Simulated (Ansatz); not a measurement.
The input, for Ansatz 0.2.0:

```yaml
crystal:
  periodic: [false, false, false]
  atoms:
    - {symbol: H, position_ang: [0.000000, 0.000000, 0.000000]}
    - {symbol: H, position_ang: [0.000000, 0.000000, 0.737166]}
basis:
  gaussian: {orbitals: def2-SVP}
correlation: {active_space: {window: {electrons: 2, orbitals: 6}}}
```

```sh
$ ansatz run in.yaml --threads 1 --pin off --events-out ev --progress --plain --max-ram 2393MiB
```

The program prints:

```
104 factors; integrals over basis functions are off by at most 2.4e-4 eV
mean field evaluation 1: about -30.6457 eV, gradient 3.7e0 eV
mean field evaluation 2: about -30.6451 eV, gradient 3.7e0 eV
mean field evaluation 4: about -30.7178 eV, gradient 2.9e-2 eV
mean field evaluation 8: about -30.7178 eV, gradient 4.2e-7 eV
mean field -30.71781376 eV, -1.1288588345 hartree, gradient 4.2e-7 eV, S^2 0.000000; 0 other end points of the search recorded, 0 dependent functions left out
reference -30.71781376 eV, -1.1288588345 hartree; 1, 1 occupied and 9, 9 virtual orbitals, 104 factors
state -31.62549587 eV, -1.1622155366 hartree
Total energy: -31.62549587 eV, -1.1622155366 hartree
```

Natural occupations: 1.9671 0.0206 0.0063 0.0029 0.0029 0.0002.

Ran on 1 thread of Intel Xeon 6975P-C, shared host: 0.18 s wall, 0.08 GiB peak host memory.
